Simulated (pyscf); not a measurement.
Structures and frequencies: ωB97X-D3(BJ)/def2-SVP in PySCF.

**Question.** For the elementary gas-phase step HS–GeH₃ + HCl → HS–GeH₂–Cl + H₂ (singlet surface; Ge–H, Cl–H broken, Cl–Ge, H–H formed), what barrier and reaction energy does ωB97M-D3(BJ)/def2-TZVP give, measured from the separated reactants?

**Answer.** ΔE‡ = 37.0 kcal/mol, ΔE = -13.4 kcal/mol. Zero-point energy shifts the barrier by +0.5 kcal/mol. It is a four-centre exchange, with an imaginary mode of 923i cm⁻¹. The same reactants have a lower exit, to H₂S + Cl–GeH₃ (barrier +26.6 kcal/mol at ωB97M-D3(BJ)/def2-TZVP, against +37.0 kcal/mol here). One saddle was located; it need not be the lowest between these sides. Elements up to Kr have no core potential and no relativistic terms here.
